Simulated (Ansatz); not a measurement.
Rock-salt PbTe was calculated with G0W0@HSE06 (plane waves, hard PAW, contour deformation; Ansatz, a first-principles code).

The cell has the measured lattice parameters. Conventional cell: a = 6.4620 Å, b = 6.4620 Å, c = 6.4620 Å, α = 90.00°, β = 90.00°, γ = 90.00°.

The quasiparticle gap at Γ at a fixed k mesh 4×4×4:

| response cutoff | value (eV) |
|---|---|
| 150 eV, 517 empty bands | 6.104 |
| 200 eV, 796 empty bands | 6.113 |
| 250 eV, 1112 empty bands | 6.119 |
| 300 eV, 1462 empty bands | 6.123 |

Problem. Taking the value to converge with the response cutoff E as E^(−3/2), extrapolate from the last two rows.

Solution. With y = y∞ + c/w and weights w = 3953 and 5196 for the last two rows, y∞ = (w2 y2 − w1 y1)/(w2 − w1) = (5196 × 6.123 − 3953 × 6.119)/1243 = 6.136 eV, which lies 0.013 beyond the last row. Successive pairs of rows give 6.130, 6.134, 6.136. The limit also hangs on the law assumed, so its last digits aren't firm.

The other settings are not extrapolated, so this is the limit in one setting alone.

At the last cutoff the smallest gap on this mesh is 1.17 eV, with an edge away from Γ.

Spin–orbit coupling is not included; with these elements it can move the gap by several tenths of an eV or more.

Note: filled d or f shells below the valence bands can shift G0W0 gaps through exchange with them, which wasn't tested here. Note: GW on a hybrid start was not checked against another program.
